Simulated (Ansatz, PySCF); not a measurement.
This PySCF input computes a PBE/def2-TZVPD energy:

```python
from pyscf import gto, scf, dft

mol = gto.M(
    atom='''
    O     1.13995611   -0.25449883    0.02054648
    O     0.00546174    0.47936869    0.02574851
    O    -1.14541786   -0.22486987   -0.04629499
    ''',
    basis='def2-tzvpd',
    charge=-1,
    spin=1,
    verbose=4,
)

mf = dft.UKS(mol, xc='pbe').density_fit(auxbasis='def2-universal-jkfit')
mf.grids.level = 3
mf.conv_tol = 1e-9
mf.max_cycle = 100
mf.max_memory = 1500
mf.kernel()
if not mf.converged:
    mf = mf.newton()
    mf.kernel(mf.make_rdm1())
for _ in range(2):
    mo, _, stable, _ = mf.stability(return_status=True)
    if stable:
        break
    mf.kernel(mf.make_rdm1(mo, mf.mo_occ))
mf.analyze()
```

Write an input for the same energy in Ansatz (a program for electronic structure) and say what it gives.


Ansatz 0.2 input:
```yaml
crystal:
  periodic: [false, false, false]
  atoms:
    - {symbol: O, position_ang: [1.13995611, -0.25449883, 0.02054648]}
    - {symbol: O, position_ang: [0.00546174, 0.47936869, 0.02574851]}
    - {symbol: O, position_ang: [-1.14541786, -0.22486987, -0.04629499]}
basis:
  gaussian:
    orbitals: def2-TZVPD
hamiltonian:
  xc: {name: PBE}
total_charge: -1
magnetization: {spin_polarized: true, initial_magnetization: 1}
output: {forces: true}
```
It gives -225.40744 Eh, and PySCF -225.40749 Eh, a difference of 0.05 mEh, from the treatment of integrals and grids.
